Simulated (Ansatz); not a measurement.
## Ansatz (development build ahead of 0.2.0) run

```yaml
crystal:
  periodic: [false, false, false]
  atoms:
    - { symbol: C, position_ang: [0.0, 0.0, 1.36446] }
    - { symbol: C, position_ang: [0.0, 1.2211, 0.74199] }
    - { symbol: C, position_ang: [0.0, -1.2211, 0.74199] }
    - { symbol: C, position_ang: [0.0, 1.2091, -0.65704] }
    - { symbol: C, position_ang: [0.0, -1.2091, -0.65704] }
    - { symbol: C, position_ang: [0.0, 0.0, -1.34573] }
    - { symbol: H, position_ang: [0.0, 2.15322, 1.29126] }
    - { symbol: H, position_ang: [0.0, -2.15322, 1.29126] }
    - { symbol: H, position_ang: [0.0, 2.14545, -1.20056] }
    - { symbol: H, position_ang: [0.0, -2.14545, -1.20056] }
    - { symbol: H, position_ang: [0.0, 0.0, -2.42739] }
basis:
  gaussian: { orbitals: cc-pVTZ }
magnetization:
  initial_magnetization: 1
hamiltonian:
  xc: hf
correlation:
  method: mp2
  frozen_orbitals: { C: 1, H: 0 }
scf:
  omitted_lower_state_checks: [stability, starts, atomic_configurations, cluster_reference, orbital_swaps, given_window_search, neighbouring_geometries, increment]
```

The input is written out in the form of the current development build from the run's settings. Correlation on restricted open-shell orbitals is semicanonical, with singles.

The run gave:

| Property | Result |
| --- | --- |
| Converged | yes |
| Reference energy | -230.12530 hartree |
| Correlation energy | -0.91509 hartree |
| Total energy | -231.04038 hartree |
| Spin squared of the determinant | 0.750 |
| Occupied orbitals by symmetry in an Abelian subgroup (alpha; beta) | 11 A1 1 A2 2 B1 7 B2; 10 A1 1 A2 2 B1 7 B2 |
